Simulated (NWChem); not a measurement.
Program: NWChem. System: methanol (CH₄O), charge 0, spin multiplicity 1, at a geometry optimised with B3LYP/def2-SVP. Level: G0W0@PBE/def2-TZVPD, RI basis def2-tzvpd-rifit.

Part of the output:

```
             Northwest Computational Chemistry Package (NWChem) 7.3.0
             --------------------------------------------------------

                                NWChem Input Module
                                -------------------

 Scaling coordinates for geometry "geometry" by  1.889725989
 (inverse scale =  0.529177249)

 Turning off AUTOSYM since
 SYMMETRY directive was detected!

                             Geometry "geometry" -> ""
                             -------------------------

 Output coordinates in angstroms (scale by  1.889725989 to convert to a.u.)

  No.       Tag          Charge          X              Y              Z
 ---- ---------------- ---------- -------------- -------------- --------------
    1 C                    6.0000     0.61254500    -0.23144300     0.00000000
    2 O                    8.0000    -0.66501800     0.35827300     0.00000000
    3 H                    1.0000     0.80655100    -0.85580700     0.89596400
    4 H                    1.0000     1.35477600     0.58193600     0.00000000
    5 H                    1.0000     0.80655100    -0.85580700    -0.89596400
    6 H                    1.0000    -1.32300400    -0.34784400     0.00000000

 Effective nuclear repulsion energy (a.u.)      40.3081485967

            Nuclear Dipole moment (a.u.)
            ----------------------------
        X                 Y               Z
 ---------------- ---------------- ----------------
    -0.0000000000     0.0000075589     0.0000000000

      Symmetry information
      --------------------

 Group name             Cs
 Group number              2
 Group order               2
 No. of unique centers     5

      Symmetry unique atoms

     1    2    3    4    6


 Summary of "ao basis" -> "" (spherical)
 ------------------------------------------------------------------------------
       Tag                 Description            Shells   Functions and Types
 ---------------- ------------------------------  ------  ---------------------
 *                         def2-tzvpd                 on all atoms

 new library libraries.bse/

 Summary of "ri basis" -> "" (spherical)
 ------------------------------------------------------------------------------
       Tag                 Description            Shells   Functions and Types
 ---------------- ------------------------------  ------  ---------------------
 *                      def2-tzvpd-rifit              on all atoms
[...]
    80      4.341529  3 H  s                 98     -4.341529  5 H  s
    15     -2.449305  1 C  pz                55     -1.124096  2 O  pz
    86     -1.082244  3 H  pz               104     -1.082244  5 H  pz
    27      0.775854  1 C  d -1              85      0.724414  3 H  py
   103     -0.724414  5 H  py                29      0.562899  1 C  d  1

 center of mass
 --------------
 x =  -0.09609759 y =   0.08639275 z =   0.00000000

 moments of inertia (a.u.)
 ------------------
          22.092512076301          19.893095163214           0.000000000000
          19.893095163214          64.409718933164           0.000000000000
           0.000000000000           0.000000000000          74.945795234224

     Multipole analysis of the density
     ---------------------------------

     L   x y z        total         alpha         beta         nuclear
     -   - - -        -----         -----         ----         -------
     0   0 0 0     -0.000000     -9.000000     -9.000000     18.000000

     1   1 0 0      0.073400      0.036700      0.036700     -0.000000
     1   0 1 0     -0.603318     -0.301663     -0.301663      0.000008
     1   0 0 1      0.000000      0.000000      0.000000      0.000000

     2   2 0 0     -8.784289    -23.454605    -23.454605     38.124920
     2   1 1 0      1.470752      5.893049      5.893049    -10.315346
     2   1 0 1     -0.000000     -0.000000     -0.000000      0.000000
     2   0 2 0    -10.323731    -11.005426    -11.005426     11.687121
     2   0 1 1      0.000000      0.000000      0.000000      0.000000
     2   0 0 2    -10.497303     -8.115329     -8.115329      5.733354

 Task  times  cpu:       10.7s     wall:       10.7s

                                NWChem Input Module
                                -------------------

                                 NWChem GW Module
                                 ----------------

                             ***********************
                             ***        GW       ***
                             ***********************

 Summary of "ri basis" -> "ri basis" (spherical)
 ------------------------------------------------------------------------------
       Tag                 Description            Shells   Functions and Types
 ---------------- ------------------------------  ------  ---------------------
 C                      def2-tzvpd-rifit            26       92   9s7p5d4f1g
 O                      def2-tzvpd-rifit            26       92   9s7p5d4f1g
 H                      def2-tzvpd-rifit            10       24   5s3p2d

                 Memory Information
                 ------------------
          Available GA per process is          1699.9 MBs
          Available stack per process is        700.0 MBs
          Available heap per process is           0.0 MBs

          Peak memory in Initialization
              Peak GA per process is                  3.4 MBs
              Peak stack per process is               0.2 MBs
              Peak heap per process is                3.6 MBs
              Memory not in MA per process            0.0 MBs

          Peak memory in AFF Calculation
              Peak GA per process is                 11.3 MBs
              Peak stack per process is               6.7 MBs
              Peak heap per process is                0.0 MBs
              Memory not in MA per process            6.7 MBs

          Computing 2-center integrals
          Computing Inverse Cholesky factor
          Computing 3-center integrals
          Computing V_xc ...

          Computing Sigma_x
          Computing RPA polarizability
          Solving quasiparticle equations

                  Alpha Orbitals
          State     Energy (eV)     Error (eV)
          -----------------------------------
@GW         6        -14.606           0.003
@GW         7        -14.409           0.003
@GW         8        -12.067           0.003
@GW         9        -10.244           0.003
@GW        10          1.691           0.004
@GW        11          2.380           0.004

   Applying  -3.9331 eV scissor-shift to rest of particle states

   Applying   2.1380 eV scissor-shift to rest of hole states

     GW Timing Statistics
   ------------------------
   Init.   :          0.1s
     ERIs  :          0.6s
     Distr.:          0.0s
     Vxc   :          0.2s
   Sigma_x :          0.0s
   RPA     :          0.2s
   Wmn     :          0.0s
   Sigma_c :          0.0s
   GW total:          1.1s

 Task  times  cpu:        1.1s     wall:        1.1s

 Total times  cpu:       11.9s     wall:       11.9s
```

Q: Write an NWChem input that would produce this output.

A: This is not unique; one that fits is 
```
start mol
memory heap 200 mb stack 700 mb global 1700 mb
geometry units angstroms nocenter noautoz
  C      0.612545    -0.231443     0.000000
  O     -0.665018     0.358273     0.000000
  H      0.806551    -0.855807     0.895964
  H      1.354776     0.581936     0.000000
  H      0.806551    -0.855807    -0.895964
  H     -1.323004    -0.347844     0.000000
  symmetry group Cs
end
basis spherical
  * library def2-tzvpd
end
basis "ri basis" bse spherical
  * library def2-tzvpd-rifit
end
dft
  xc xpbe96 cpbe96
  iterations 100
  direct
  tolerances tight
end
task dft energy
gw
  states alpha occ 4 vir 2
end
task dft gw
```
